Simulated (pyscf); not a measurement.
`[CH3][Si]([Cl])([Cl])[Cl]` + `[CH3]` [doublet] → `[CH3][CH3]` + `[Cl][Si]([Cl])[Cl]` [doublet] (substitution at C; doublet surface; C–Si broken, C–C formed). Single points on ωB97X-D3(BJ)/def2-SVP structures (PySCF, gas phase). Energies in eV from the separated reactants.

| level | barrier | reaction energy |
|---|---|---|
| ωB97X-D3(BJ)/def2-TZVP | 1.81 | +0.03 |
| PBE/def2-TZVP | 1.27 | -0.26 |
| r²SCAN/def2-TZVP | 1.58 | +0.01 |
| B3LYP-D3(BJ)/def2-TZVP | 1.58 | -0.06 |
| PBE0-D3(BJ)/def2-TZVP | 1.55 | -0.08 |
| ωB97M-D3(BJ)/def2-TZVP | 1.76 | +0.04 |

The functionals in the table span 0.54 eV in this barrier, from PBE to ωB97X-D3(BJ). One saddle was located; it need not be the lowest between these sides. The angle at the attacked C is 180°.
